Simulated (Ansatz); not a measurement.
A NaMg2Cl5 cell: a random packing after short dynamics, relaxed.

```
Na Cl Mg
1.0
     9.68855   -0.27248    0.31786
    -0.28258    7.99784   -0.36857
     0.35979   -0.37585    8.20416
Na Cl Mg
3 15 6
Direct
  0.47392 0.40325 0.84970
  0.93157 0.39188 0.63027
  0.12252 0.06915 0.90628
  0.97121 0.02583 0.61838
  0.11940 0.61768 0.47017
  0.72463 0.90140 0.35628
  0.38708 0.91761 0.39159
  0.70935 0.84299 0.94890
  0.38645 0.58580 0.12395
  0.36785 0.35227 0.53634
  0.04138 0.81710 0.13293
  0.80317 0.30890 0.34160
  0.33586 0.84968 0.81756
  0.50584 0.17414 0.11763
  0.60980 0.62908 0.61071
  0.13855 0.22974 0.22634
  0.08392 0.41995 0.89433
  0.63114 0.16959 0.69333
  0.72811 0.90015 0.66361
  0.56361 0.17408 0.40527
  0.47242 0.87285 0.06848
  0.36390 0.66515 0.54645
  0.94639 0.05006 0.31935
  0.12951 0.53565 0.16979
```

The calculation used DFT PBE, scalar-relativistic, plane waves, PAW (Ansatz 0.2.0).

Settings: cutoff 420 eV, Γ-centred mesh 2×3×3 on the computed 24-atom cell, Gaussian smearing of 0.02 eV; no spin polarisation.

Problem. Describe its local order.

Solution. Counting as bonded all pairs within 1.2 times the summed covalent radii, but none from a metal cation to another cation:

```tsv
atom → neighbour	mean count	mean length (Å)	spread (Å)
Cl → Mg	2.07	2.50	0.08
Cl → Na	0.93	2.84	0.11
Mg → Cl	5.17	2.50	0.08
Na → Cl	4.67	2.84	0.11
```

Angles between all pairs of such bonds at an atom (mean ± spread): 110 ± 19° at Cl, 106 ± 28° at Mg, 106 ± 29° at Na.

Problem. Does it have a gap?

Solution. It has a gap on the mesh of 4.29 eV. Levels at Γ next to the Fermi level (eV from it): -2.54, -2.47, -2.42, -2.39, -2.24, -2.23, 2.15, 3.69, 3.96, 4.03, 4.37, 4.46. It lies 1.78 eV/atom below the elements' standard states (static lattices, no corrections for gases).

An odd mesh misses points on the zone edge, so a gap read on it can be too wide.

Cost: 2 runs of about 4.9 core-minutes in all (earlier runs that led there not counted), on Arm Neoverse V1 (shared hosts).